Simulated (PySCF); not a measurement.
Compound: disulfur monoxide, S2O.
Atom-mapped SMILES: `[O:1]=[S:2]=[S:3]`

Level of theory: PySCF, delta-SCF UKS SCAN, pcX-2 on the ionised atom, pcseg-1 elsewhere, spin-free X2C. Binding energies are ΔSCF values: E(core-ionised, relaxed orbitals) − E(ground state) at a fixed geometry, referred to the vacuum level.

One binding energy is withheld.

| atom(s) | bonded to | level | binding energy (eV) |
| --- | --- | --- | --- |
| O1 | S (double bond) | O 1s | 538.66 |
| S2 | O (double bond) and S (double bond) | S 1s | 2481.75 |
| S3 | S (double bond) | S 1s | ? |

Q: What is the S 1s binding energy of S3?

A: 2477.84 eV (sulfur bonded to S). The other listed S 1s value is that of S2; the shift against it is -3.91 eV.

Lowest listed S 1s: S3, bonded to S (double bond). Highest, 3.91 eV above it: S2, bonded to O (double bond) and S (double bond).

Q: Which photon wavelength matches the O 1s of O1 threshold?

A: λ = hc/E = 12398.42 eV Å / 538.66 eV = 23.017 Å.

Not every level is listed. Isolated species at its GFN2-xTB geometry, gas phase.
